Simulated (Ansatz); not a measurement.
# AlCl3: the cost of one run

Method: cc-pV(Q+d)Z, core rule «outside noble gas», up to 20 orbitals frozen; program: Ansatz 0.2.0, Gaussian basis.

Plan: UHF; CCSD(T) on RHF; BCCD(T) on RHF.

24 further runs of the same task are left out: 5 for a known fault of the program, 2 that didn't finish, 17 set aside as unsound or not needed.

## 1. The system

The geometry is an MP2(full)/6-31G* stationary point (not a proven minimum).

4 atoms, charge 0, spin multiplicity 1.

Atoms are counted from 1 here; the program's logs count them from 0.

Bond lengths: Al1–Cl2 2.069 Å, Al1–Cl3 2.069 Å, Al1–Cl4 2.069 Å. Angles: Cl2–Al1–Cl3 120.0°, Cl2–Al1–Cl4 120.0°, Cl3–Al1–Cl4 120.0°.

Geometry (Å):

```mol
AlCl3
  3D, bonds by distance, orders not assigned

  4  3  0  0  0  0  0  0  0  0999 V2000
    0.0000    0.0000    0.0000 Al  0  0
    0.0000    2.0690    0.0000 Cl  0  0
    1.7918   -1.0345    0.0000 Cl  0  0
   -1.7918   -1.0345    0.0000 Cl  0  0
  1  2  8  0
  1  3  8  0
  1  4  8  0
M  END
```

## 2. UHF

in.yaml

```yaml
crystal:
  periodic: [false, false, false]
  atoms:
    - {symbol: Al, position_ang: [0.000000, 0.000000, 0.000000]}
    - {symbol: Cl, position_ang: [0.000000, 2.069041, 0.000000]}
    - {symbol: Cl, position_ang: [1.791842, -1.034520, 0.000000]}
    - {symbol: Cl, position_ang: [-1.791842, -1.034520, 0.000000]}
basis:
  gaussian: {orbitals: "cc-pV(Q+d)Z.json"}
magnetization: {spin_polarized: true, initial_magnetization: 0}
hamiltonian: {xc: hf}
output: {orbitals: {seedname: orbitals}}
```

Started as:

```
$ ansatz run in.yaml --threads 1 --pin off --events-out ev --progress --plain --max-ram 4096MiB --backend cpu
```

Q: Estimate wall time and peak memory on 1 thread of AMD EPYC 7R13, shared host.

About 21 s, with a peak of 1 GiB.
